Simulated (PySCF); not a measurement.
Compound: HF.
Structure used (PBE0-D3(BJ)/def2-TZVP), in Å, numbered top down from 1:
```xyz
2
HF angstrom
F      0.4684   -0.0278    0.0009
H     -0.4510   -0.0011   -0.0131
```

Computed with PySCF at wB97X-D/pcSseg-2, non-relativistic, on one gas-phase PBE0-D3(BJ)/def2-TZVP geometry that isn't relaxed in the solvent. The solvent is an IEF-PCM continuum (Bondi radii, 1.10 Å for H, scaled by 1.2). Specific hydrogen bonds and non-electrostatic terms are outside this model.

Gas phase at wB97X-D/pcSseg-2: HOMO -13.75 eV, LUMO 2.22 eV, dipole 1.87 D.

Task: What does the continuum do to the energy, the frontier levels and the dipole at wB97X-D/pcSseg-2 in chloroform?

Result: 
```csv
solvent,ε,E(solvent) − E(gas) (kcal/mol),polarisation term (kcal/mol),distortion of the solute (kcal/mol),HOMO (eV),LUMO (eV),dipole (D)
chloroform,4.711,-3.74,-4.06,0.32,-13.75,2.69,2.06
```

The polarisation term is half the interaction of the solute with the surface charges that it induces; the rest is the cost of distorting the solute's density. The sum is the electrostatic part of solvation alone.

Task: Which radius a makes the point-dipole formula ΔE = −[(ε − 1)/(2ε + 1)]·μ²/a³ give the value in chloroform, with the gas-phase dipole?

Result: μ = 0.738 au and |ΔE| = 0.00596 Eh give a = 1.69 Å; the farthest nucleus lies 0.46 Å from the centroid of the nuclei. The formula assumes a rigid point dipole at the centre of a sphere.

Task: Give the dipole vector in the frame of the coordinates (D, pointing from negative to positive charge), gas and chloroform.

Result: Gas (-1.87, 0.05, -0.03), solvent (-2.06, 0.06, -0.03). Its length changes by +10 % and its direction by less than 1°.

The pairwise dispersion term of wB97X-D wasn't added to the energies; at a given geometry it leaves orbitals and properties as they are.
